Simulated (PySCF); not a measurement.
All values below come from PySCF 2.14.0 with PBE-D3(BJ)/def2-TZVP // B3LYP-D3(BJ)/def2-TZVP. Gas-phase values, no solvent. 

Reference species (SMILES): `[BH2]` (neutral, multiplicity 2).

```json
{
  "dipole_moment": "0.51 D"
}
```

Changed species: `[SiH3]` (radical fragment; the reference has radical fragment).

Q: Predict the effect on the dipole moment.

A: the dipole moment falls by 0.48 D, to 0.03 D.
